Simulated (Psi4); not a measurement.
A run for Psi4: SAPT0/jun-cc-pV(D+d)Z on H4O2 (a complex).

```
memory 2025 MB

molecule dimer {
0 1
O    -1.42383544   -0.04440703    0.00463348
H    -1.74383244    0.85842897   -0.01679752
H    -0.46411844    0.05377397   -0.00008952
--
0 1
O     1.34613256    0.03957097   -0.00432952
H     1.72275456   -0.39880903    0.76179448
H     1.71839756   -0.43664203   -0.74973152
units angstrom
symmetry c1
no_reorient
no_com
}

set {
  basis jun-cc-pV(D+d)Z
  scf_type df
  freeze_core true
}

energy('sapt0')
```

Program output:

```
[...]
==> Input File <==

--------------------------------------------------------------------------
memory 2025 MB

molecule dimer {
0 1
O    -1.42383544   -0.04440703    0.00463348
H    -1.74383244    0.85842897   -0.01679752
H    -0.46411844    0.05377397   -0.00008952
--
0 1
O     1.34613256    0.03957097   -0.00432952
H     1.72275456   -0.39880903    0.76179448
H     1.71839756   -0.43664203   -0.74973152
units angstrom
symmetry c1
no_reorient
no_com
}

set {
  basis jun-cc-pV(D+d)Z
  scf_type df
  freeze_core true
}

energy('sapt0')
--------------------------------------------------------------------------


   => Loading Basis Set <=

    Name: JUN-CC-PV(D+D)Z
    Role: ORBITAL
    Keyword: BASIS
    atoms 1, 4     entry O          line   256 file jun-cc-pv_dpd_z.gbs
    atoms 2-3, 5-6 entry H          line    60 file jun-cc-pv_dpd_z.gbs

   => Loading Basis Set <=

    Name: JUN-CC-PV(D+D)Z
    Role: ORBITAL
    Keyword: BASIS
    atoms 1, 4     entry O          line   256 file jun-cc-pv_dpd_z.gbs
    atoms 2-3, 5-6 entry H          line    60 file jun-cc-pv_dpd_z.gbs


  //>>>>>>>>>>>>>>>>>>>>>>>>>>>>>>>>>>>//
  //              Dimer HF             //
  //<<<<<<<<<<<<<<<<<<<<<<<<<<<<<<<<<<<//

   => Libint2 <=

    Primary   basis highest AM E, G, H:  7, 6, 3
    Auxiliary basis highest AM E, G, H:  7, 7, 4
    Onebody   basis highest AM E, G, H:  -, -, -
    Solid Harmonics ordering:            Gaussian


   => Loading Basis Set <=

    Name: JUN-CC-PV(D+D)Z
    Role: ORBITAL
    Keyword: BASIS
    atoms 1, 4     entry O          line   256 file jun-cc-pv_dpd_z.gbs
    atoms 2-3, 5-6 entry H          line    60 file jun-cc-pv_dpd_z.gbs


         ---------------------------------------------------------
                                   SCF
               by Justin Turney, Rob Parrish, Andy Simmonett
                          and Daniel G. A. Smith
                              RHF Reference
                        1 Threads,   1931 MiB Core
         ---------------------------------------------------------

  ==> Geometry <==

    Molecular point group: c1
    Full point group: C1

    Geometry (in Angstrom), charge = 0, multiplicity = 1:

       Center              X                  Y                   Z               Mass
    ------------   -----------------  -----------------  -----------------  -----------------
         O           -1.423835440000    -0.044407030000     0.004633480000    15.994914619570
         H           -1.743832440000     0.858428970000    -0.016797520000     1.007825032230
         H           -0.464118440000     0.053773970000    -0.000089520000     1.007825032230
         O            1.346132560000     0.039570970000    -0.004329520000    15.994914619570
         H            1.722754560000    -0.398809030000     0.761794480000     1.007825032230
         H            1.718397560000    -0.436642030000    -0.749731520000     1.007825032230

  Running in c1 symmetry.

  Rotational constants: A =      7.36595  B =      0.23474  C =      0.23469 [cm^-1]
  Rotational constants: A = 220825.61196  B =   7037.29661  C =   7035.77924 [MHz]
  Nuclear repulsion =   37.543263531693249

  Charge       = 0
  Multiplicity = 1
  Electrons    = 20
  Nalpha       = 10
  Nbeta        = 10

  ==> Algorithm <==

  SCF Algorithm Type is DF.
  DIIS enabled.
  MOM disabled.
  Fractional occupation disabled.
  Guess Type is SAD.
  Energy threshold   = 1.00e-08
  Density threshold  = 1.00e-08
  Integral threshold = 1.00e-12

  ==> Primary Basis <==

  Basis Set: JUN-CC-PV(D+D)Z
    Blend: JUN-CC-PV(D+D)Z
    Number of shells: 28
    Number of basis functions: 56
    Number of Cartesian functions: 58
    Spherical Harmonics?: true
    Max angular momentum: 2

   => Loading Basis Set <=

    Name: (JUN-CC-PV(D+D)Z AUX)
    Role: JKFIT
    Keyword: DF_BASIS_SCF
    atoms 1, 4     entry O          line   258 file jun-cc-pvdz-jkfit.gbs
    atoms 2-3, 5-6 entry H          line    70 file jun-cc-pvdz-jkfit.gbs

  ==> Integral Setup <==

  DFHelper Memory: AOs need 0.007 GiB; user supplied 1.414 GiB.
  SCF_SUBTYPE=INCORE selected. In-core MEM_DF algorithm will be used.
  Using in-core AOs.

  ==> MemDFJK: Density-Fitted J/K Matrices <==

    J tasked:                   Yes
    K tasked:                   Yes
    wK tasked:                   No
    OpenMP threads:               1
    Algorithm:                 Core
    Schwarz Cutoff:           1E-12
    Mask sparsity (%):       0.0000
    Fitting Condition:        1E-10

   => Auxiliary Basis Set <=

  Basis Set: (JUN-CC-PV(D+D)Z AUX)
    Blend: JUN-CC-PVDZ-JKFIT
    Number of shells: 90
    Number of basis functions: 250
    Number of Cartesian functions: 282
    Spherical Harmonics?: true
    Max angular momentum: 3

  Minimum eigenvalue in the overlap matrix is 7.2286240447E-03.
  Reciprocal condition number of the overlap matrix is 1.3572378444E-03.
    Using symmetric orthogonalization.

  ==> Pre-Iterations <==

  SCF Guess: Superposition o
[...]
9A      4.550376    50A      4.750145
      51A      4.880041    52A      5.086564    53A      5.481057
      54A      6.602808    55A      7.075392    56A     33.546065

    Final Occupation by Irrep:
              A
    DOCC [     5 ]
    NA   [     5 ]
    NB   [     5 ]

  @DF-RHF Final Energy:   -76.03807370061386

   => Energetics <=

    Nuclear Repulsion Energy =              9.1725927178336235
    One-Electron Energy =                -122.9327028644853357
    Two-Electron Energy =                  37.7220364460378548
    Total Energy =                        -76.0380737006138645

Computation Completed


Properties will be evaluated at   0.000000,   0.000000,   0.000000 [a0]

Properties computed using the SCF density matrix


 Multipole Moments:

 ------------------------------------------------------------------------------------
     Multipole            Electronic (a.u.)      Nuclear  (a.u.)        Total (a.u.)
 ------------------------------------------------------------------------------------

 L = 1.  Multiply by 2.5417464519 to convert [e a0] to [Debye]
 Dipole X            :        -26.3305008           26.8534100            0.5229092
 Dipole Y            :          0.3254384           -0.9805473           -0.6551090
 Dipole Z            :          0.0575273           -0.0426572            0.0148702
 Magnitude           :                                                    0.8383454

 ------------------------------------------------------------------------------------

  Constructing Basis Sets for SAPT...

   => Loading Basis Set <=

    Name: (JUN-CC-PV(D+D)Z AUX)
    Role: RIFIT
    Keyword: DF_BASIS_SAPT
    atoms 1, 4     entry O          line   188 file jun-cc-pvdz-ri.gbs
    atoms 2-3, 5-6 entry H          line    30 file jun-cc-pvdz-ri.gbs

   => Loading Basis Set <=

    Name: (JUN-CC-PV(D+D)Z AUX)
    Role: JKFIT
    Keyword: DF_BASIS_ELST
    atoms 1, 4     entry O          line   258 file jun-cc-pvdz-jkfit.gbs
    atoms 2-3, 5-6 entry H          line    70 file jun-cc-pvdz-jkfit.gbs


  //>>>>>>>>>>>>>>>>>>>>>>>>>>>>>>>>>>>//
  //               SAPT0               //
  //<<<<<<<<<<<<<<<<<<<<<<<<<<<<<<<<<<<//



        SAPT0
    Ed Hohenstein
     6 June 2009

      Orbital Information
  --------------------------
    NSO        =        56
    NMO        =        56
    NRI        =       186
    NRI (Elst) =       250
    NOCC A     =         5
    NOCC B     =         5
    FOCC A     =         1
    FOCC B     =         1
    NVIR A     =        51
    NVIR B     =        51

    Elst10,r            =    -0.017937040488 [Eh]
    Exch10              =     0.018360167844 [Eh]
    Exch10 (S^2)        =     0.018157497619 [Eh]

    Maxiter = 50
    CPHF R converge = 1.000000E-08

    Iter     Energy [mEh]          dE [mEh]         Residual      Time [s]
       1      -2.20568919       2.205689187     6.315447e-03             0
       2      -2.53744609       0.331756907     1.281729e-03             0
       3      -2.54475283       0.007306735     4.162892e-04             0
       4      -2.54062509      -0.004127736     1.330285e-04             0
       5      -2.53951681      -0.001108287     2.393640e-05             0
       6      -2.54000485       0.000488048     3.838445e-06             0
       7      -2.53995609      -0.000048768     7.973703e-07             0
       8      -2.53995942       0.000003333     1.551898e-07             0
       9      -2.53996027       0.000000850     2.985314e-08             0
      10      -2.53996004      -0.000000231     5.055071e-09             0

    CHF Iterations converged

    Maxiter = 50
    CPHF R converge = 1.000000E-08

    Iter     Energy [mEh]          dE [mEh]         Residual      Time [s]
       1      -3.71843755       3.718437552     1.184952e-02             0
       2      -4.69182122       0.973383664     4.010656e-03             0
       3      -4.76392556       0.072104348     1.073267e-03             0
       4      -4.74512980      -0.018795759     2.384198e-04             0
       5      -4.74253736      -0.002592447     4.751852e-05             0
       6      -4.74364139       0.001104032     8.056772e-06             0
       7      -4.74349965      -0.000141740     1.726317e-06             0
       8      -4.74351692       0.000017269     2.875842e-07             0
       9      -4.74351543      -0.000001492     6.878888e-08             0
      10      -4.74351547       0.000000044     1.701997e-08             0
      11      -4.74351552       0.000000046     2.817715e-09             0

    CHF Iterations converged

    Ind20,r (A<-B)      =    -0.002539960038 [Eh]
    Ind20,r (B<-A)      =    -0.004743515517 [Eh]
    Ind20,r             =    -0.007283475555 [Eh]
    Exch-Ind20,r (A<-B) =     0.001867720623 [Eh]
    Exch-Ind20,r (B<-A) =     0.002425599849 [Eh]
    Exch-Ind20,r        =     0.004293320472 [Eh]
    Disp20              =    -0.003691716996 [Eh]
    Disp20 (SS)         =    -0.001845858498 [Eh]
    Disp20 (OS)         =    -0.001845858498 [Eh]
    Exch-Disp20         =     0.000861101626 [Eh]
    Exch-Disp20 (SS)    =     0.000492813216 [Eh]
    Exch-Disp20 (OS)    =     0.000368288410 [Eh]

    SAPT Results
  --------------------------------------------------------------------------------------------------------
    Electrostatics                -17.93704049 [mEh]     -11.25566284 [kcal/mol]     -47.09369331 [kJ/mol]
      Elst10,r                    -17.93704049 [mEh]     -11.25566284 [kcal/mol]     -47.09369331 [kJ/mol]

    Exchange                       18.36016784 [mEh]      11.52117926 [kcal/mol]      48.20461403 [kJ/mol]
      Exch10                       18.36016784 [mEh]      11.52117926 [kcal/mol]      48.20461403 [kJ/mol]
      Exch10(S^2)                  18.15749762 [mEh]      11.39400178 [kcal/mol]      47.67250343 [kJ/mol]

    Induction                      -5.24386389 [mEh]      -3.29057427 [kcal/mol]     -13.76776275 [kJ/mol]
      Ind20,r                      -7.28347556 [mEh]      -4.57044991 [kcal/mol]     -19.12276244 [kJ/mol]
      Exch-Ind20,r                  4.29332047 [mEh]       2.69409927 [kcal/mol]      11.27211135 [kJ/mol]
      delta HF,r (2)               -2.25370881 [mEh]      -1.41422363 [kcal/mol]      -5.91711166 [kJ/mol]

    Dispersion                     -2.83061537 [mEh]      -1.77623796 [kcal/mol]      -7.43177963 [kJ/mol]
      Disp20                       -3.69171700 [mEh]      -2.31658739 [kcal/mol]      -9.69260164 [kJ/mol]
      Exch-Disp20                   0.86110163 [mEh]       0.54034943 [kcal/mol]       2.26082201 [kJ/mol]
      Disp20 (SS)                  -1.84585850 [mEh]      -1.15829369 [kcal/mol]      -4.84630082 [kJ/mol]
      Disp20 (OS)                  -1.84585850 [mEh]      -1.15829369 [kcal/mol]      -4.84630082 [kJ/mol]
      Exch-Disp20 (SS)              0.49281322 [mEh]       0.30924496 [kcal/mol]       1.29388092 [kJ/mol]
      Exch-Disp20 (OS)              0.36828841 [mEh]       0.23110447 [kcal/mol]       0.96694109 [kJ/mol]

  Total HF                         -4.82073654 [mEh]      -3.02505785 [kcal/mol]     -12.65684203 [kJ/mol]
  Total SAPT0                      -7.65135191 [mEh]      -4.80129581 [kcal/mol]     -20.08862166 [kJ/mol]

  Special recipe for scaled SAPT0 (see Manual):
    Electrostatics sSAPT0         -17.93704049 [mEh]     -11.25566284 [kcal/mol]     -47.09369331 [kJ/mol]
    Exchange sSAPT0                18.36016784 [mEh]      11.52117926 [kcal/mol]      48.20461403 [kJ/mol]
    Induction sSAPT0               -5.09848980 [mEh]      -3.19935065 [kcal/mol]     -13.38608314 [kJ/mol]
    Dispersion sSAPT0              -2.80145802 [mEh]      -1.75794145 [kcal/mol]      -7.35522701 [kJ/mol]
  Total sSAPT0                     -7.47682046 [mEh]      -4.69177568 [kcal/mol]     -19.63038943 [kJ/mol]
  --------------------------------------------------------------------------------------------------------



*** Psi4 exiting successfully. Buy a developer a beer!
```

The run finished.

Cost: very roughly 4 core-seconds.
